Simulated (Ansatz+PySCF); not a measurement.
A calculation with Ansatz (development build ahead of 0.2.0).

```yaml
crystal:
  periodic: [false, false, false]
  atoms:
    - { symbol: H, position_ang: [0.04673, -0.00653, -0.81164] }
    - { symbol: F, position_ang: [0.00243, 0.00606, 0.04245] }
basis:
  gaussian: { orbitals: cc-pVDZ }
hamiltonian:
  xc: { name: wB97X }
output:
  forces: true
```

The input is written out in the form of the current development build from the run's settings.

The run gave:

```
Converged                                                          : yes
Total energy                                                       : -100.40818 hartree
Spin squared of the determinant                                    : 0.000
Stability test                                                     : minimum among restricted orbitals
Occupied orbitals by symmetry in an Abelian subgroup (alpha; beta) : 3 A1 1 B1 1 B2; 3 A1 1 B1 1 B2
```

Forces (eV/Å):
```csv
atom,Fx,Fy,Fz
H1,0.267,-0.076,-5.141
F2,-0.267,0.076,5.141
```
